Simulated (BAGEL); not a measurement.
# [CHO3]− (bicarbonate): a chain of runs

We compute a single-point energy (HF/aug-cc-pVDZ), then the energy (CASSCF(2,2)/aug-cc-pVDZ) of [CHO3]− (bicarbonate). 

The results are computed with BAGEL 1.2.2.

3 further runs of the same task are left out: 3 set aside as unsound or not needed.

### 1 The molecule

The species is [CHO3]− (5 atoms), meant as a singlet with charge -1. SMILES: `O=C([O-])O`. Geometry: relaxed at PBE0-D4/def2-TZVPD. This is one conformer, not always the lowest.

Bond lengths: O1–C2 1.247 Å, C2–O3 1.231 Å, C2–O4 1.429 Å, O4–H5 0.962 Å. Angles: O1–C2–O3 132.2°, O1–C2–O4 113.6°, O3–C2–O4 114.3°, C2–O4–H5 101.8°.

### 2 The energy at HF/aug-cc-pVDZ (density fitting with cc-pvtz-jkfit) (run 1)

The input, hf.json:

```json
{ "bagel" : [

{
  "title" : "molecule",
  "basis" : "aug-cc-pvdz.json",
  "df_basis" : "cc-pvtz-jkfit",
  "angstrom" : "true",
  "geometry" : [
    { "atom" : "O", "xyz" : [       0.160900,      -1.120800,      -0.668400 ] },
    { "atom" : "C", "xyz" : [       0.199300,      -0.303100,       0.271800 ] },
    { "atom" : "O", "xyz" : [       0.625100,      -0.387700,       1.423300 ] },
    { "atom" : "O", "xyz" : [      -0.358100,       0.971500,      -0.056000 ] },
    { "atom" : "H", "xyz" : [      -0.627200,       0.840200,      -0.970600 ] }
  ]
},

{
  "title" : "hf",
  "charge" : -1
},

{
  "title" : "print",
  "file" : "orbitals.molden",
  "orbitals" : "true"
}

]}
```

The basis set aug-cc-pVDZ is read from a file made from the Basis Set Exchange's data (not shown).

Started as:

```bash
$ BAGEL_NUM_THREADS=1 BAGEL hf.json > hf.out
```

Standard output:

```text
* using 1 threads per process

  ===============================================================
  ===============================================================

  *** Geometry ***

  { "atom" : "O", "xyz" : [      0.304057,     -2.118005,     -1.263093 ] },
  { "atom" : "C", "xyz" : [      0.376622,     -0.572776,      0.513628 ] },
  { "atom" : "O", "xyz" : [      1.181268,     -0.732647,      2.689647 ] },
  { "atom" : "O", "xyz" : [     -0.676711,      1.835869,     -0.105825 ] },
  { "atom" : "H", "xyz" : [     -1.185236,      1.587748,     -1.834168 ] },

  Number of auxiliary basis functions:      346

  Since a DF basis is specified, we compute 2- and 3-index integrals:
    o Being stored without compression. Storage requirement is 0.028 GB

  Number of basis functions:      101
  Number of electrons      :       31

    * METHOD: MOLECULE                             0.19

  *** RHF ***

  === Nuclear Repulsion ===
   113.4955340107

      * DIIS with orbital gradients will be used.

  === RHF iteration (aug-cc-pvdz.json) ===
      0       -262.80321517          0.01888749           0.06
      1       -263.02502271          0.01387374           0.06
      2       -263.13878821          0.00170535           0.06
      3       -263.14047552          0.00060608           0.06
      4       -263.14066250          0.00013651           0.07
      5       -263.14067937          0.00006592           0.07
      6       -263.14068345          0.00002819           0.07
      7       -263.14068463          0.00000611           0.06
      8       -263.14068467          0.00000303           0.06
      9       -263.14068468          0.00000087           0.07
     10       -263.14068468          0.00000037           0.07
     11       -263.14068468          0.00000011           0.06
     12       -263.14068468          0.00000005           0.06
     13       -263.14068468          0.00000002           0.06
     14       -263.14068468          0.00000001           0.06
    * SCF iteration converged.

    * Permanent dipole moment:
           (    0.519508,    -0.739779,     0.759582) a.u.

    * METHOD: HF                                   1.11

    * METHOD: PRINT                                0.03

  ===============================================================
```

Run time: 1.7 s. Hardware: 1 thread of Intel Xeon Platinum 8488C (Sapphire Rapids), shared host; peak memory 0.22 GiB.

### 3 A single-point energy at CASSCF(2,2)/aug-cc-pVDZ (density fitting with cc-pvtz-jkfit) (run 2)

The input, calc.json:

```json
{ "bagel" : [

{
  "title" : "molecule",
  "basis" : "aug-cc-pvdz.json",
  "df_basis" : "cc-pvtz-jkfit",
  "angstrom" : true,
  "geometry" : [
    { "atom" : "O", "xyz" : [       0.160900,      -1.120800,      -0.668400 ] },
    { "atom" : "C", "xyz" : [       0.199300,      -0.303100,       0.271800 ] },
    { "atom" : "O", "xyz" : [       0.625100,      -0.387700,       1.423300 ] },
    { "atom" : "O", "xyz" : [      -0.358100,       0.971500,      -0.056000 ] },
    { "atom" : "H", "xyz" : [      -0.627200,       0.840200,      -0.970600 ] }
  ]
},

{
  "title" : "hf",
  "charge" : -1
},

{
  "title" : "casscf",
  "nstate" : 1,
  "nact" : 2,
  "nclosed" : 15,
  "charge" : -1,
  "active" : [11, 32],
  "maxiter" : 200,
  "natocc" : true
},

{
  "title" : "print",
  "file" : "orbitals.molden",
  "orbitals" : true
}

]}
```

The basis set aug-cc-pVDZ is read from a file made from the Basis Set Exchange's data (not shown).

Started as:

```bash
$ BAGEL_NUM_THREADS=1 BAGEL calc.json > calc.out
```

Standard output:

```text
* using 1 threads per process

  ===============================================================
  ===============================================================

  *** Geometry ***

  { "atom" : "O", "xyz" : [      0.304057,     -2.118005,     -1.263093 ] },
  { "atom" : "C", "xyz" : [      0.376622,     -0.572776,      0.513628 ] },
  { "atom" : "O", "xyz" : [      1.181268,     -0.732647,      2.689647 ] },
  { "atom" : "O", "xyz" : [     -0.676711,      1.835869,     -0.105825 ] },
  { "atom" : "H", "xyz" : [     -1.185236,      1.587748,     -1.834168 ] },

  Number of auxiliary basis functions:      346

  Since a DF basis is specified, we compute 2- and 3-index integrals:
    o Being stored without compression. Storage requirement is 0.028 GB

  Number of basis functions:      101
  Number of electrons      :       31

    * METHOD: MOLECULE                             0.15

  *** RHF ***

  === Nuclear Repulsion ===
   113.4955340107

      * DIIS with orbital gradients will be used.

  === RHF iteration (aug-cc-pvdz.json) ===
      0       -262.80321517          0.01888749           0.05
      1       -263.02502271          0.01387374           0.05
      2       -263.13878821          0.00170535           0.06
      3       -263.14047552          0.00060608           0.05
      4       -263.14066250          0.00013651           0.05
      5       -263.14067937          0.00006592           0.05
      6       -263.14068345          0.00002819           0.05
      7       -263.14068463          0.00000611           0.05
      8       -263.14068467          0.00000303           0.06
      9       -263.14068468          0.00000087           0.05
     10       -263.14068468          0.00000037           0.06
     11       -263.14068468          0.00000011           0.06
     12       -263.14068468          0.00000005           0.07
     13       -263.14068468          0.00000002           0.07
     14       -263.14068468          0.00000001           0.06
    * SCF iteration converged.

    * Permanent dipole moment:
           (    0.519508,    -0.739779,     0.759582) a.u.

    * METHOD: HF                                   0.93

  ---------------------------
      CASSCF calculation
  ---------------------------

    ==== Active orbitals : =====
         Orbital 11
         Orbital 32
    ============================

    * nstate   :      1
    * nclosed  :     15
    * nact     :      2
    * nvirt    :     84
  === CASSCF iteration (aug-cc-pvdz.json) ===

    * Using the second-order algorithm

      0  0      -263.14138100     1.10e-04      0.02

      1  0      -263.14461922     3.55e-04      0.47

      2  0      -263.14724911     6.58e-04      0.48

      3  0      -263.14863453     3.30e-04      0.49

      4  0      -263.15048642     3.71e-04      0.48

      5  0      -263.15711323     1.08e-03      0.45

      6  0      -263.15915241     2.63e-04      0.54

      7  0      -263.15927297     8.08e-05      0.98

      8  0      -263.15927628     5.58e-05      1.09

      9  0      -263.15927690     3.03e-05      1.00

     10  0      -263.15927706     1.57e-05      0.96

     11  0      -263.15927710     8.02e-06      0.90

     12  0      -263.15927711     4.09e-06      0.67

     13  0      -263.15927711     2.08e-06      0.65

     14  0      -263.15927711     1.06e-06      0.66

     15  0      -263.15927711     5.40e-07      0.62

     16  0      -263.15927711     2.75e-07      0.54

     17  0      -263.15927711     1.40e-07      0.74

     18  0      -263.15927711     7.14e-08      0.48

     19  0      -263.15927711     3.64e-08      0.48

     20  0      -263.15927711     1.85e-08      0.51

     21  0      -263.15927711     9.43e-09      0.54

    * Second-order optimization converged. *

     guess   0:   closed 1.                   open ..

  === FCI iteration ===

      0  0      -263.13990432     8.02e-02      0.00
      1  0      -263.15912009     5.58e-03      0.00
      2  0 *    -263.15927711     1.67e-16      0.00

     * ci vector, state   0, <S^2> = 0.0000
       2.     0.9927567694
       .2    -0.1201415700

    * METHOD: CASSCF                              13.93

    * METHOD: PRINT                                0.03

  ===============================================================
```

Run time: 16 s. Hardware: 1 thread of Intel Xeon Platinum 8488C (Sapphire Rapids), shared host; peak memory 0.22 GiB.

### 4 Summary of results

| quantity | value |
| --- | --- |
| run 1, HF/aug-cc-pVDZ: total energy | -263.14068 Eh |
| run 1, HF/aug-cc-pVDZ: HOMO energy | -5.70 eV |
| run 1, HF/aug-cc-pVDZ: LUMO energy | 4.25 eV |
| run 1, HF/aug-cc-pVDZ: HOMO–LUMO gap (to an unbound level, set by the basis) | 9.96 eV |
| run 2, CASSCF(2,2)/aug-cc-pVDZ: total energy | -263.15928 Eh |
